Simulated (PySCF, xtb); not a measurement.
fluoroethene (C₂H₃F), SMILES C(=C)F.

Harmonic wavenumbers (cm⁻¹) from GFN2-xTB run with xtb at its own minimum, in rising order: 452, 665, 853, 928, 990, 1123, 1258, 1362, 1711, 3077, 3131, 3174.

Q: What does B3LYP-D3(BJ)/def2-TZVP (PySCF) give at its own minimum? (Estimate from the structure and the level; the computed values follow.)

A: 489, 730, 894, 940, 965, 1169, 1337, 1417, 1712, 3168, 3201, 3262. Paired by order, the mean absolute difference is 51 cm⁻¹ and the zero-point energies are 26.8 and 27.6 kcal/mol.
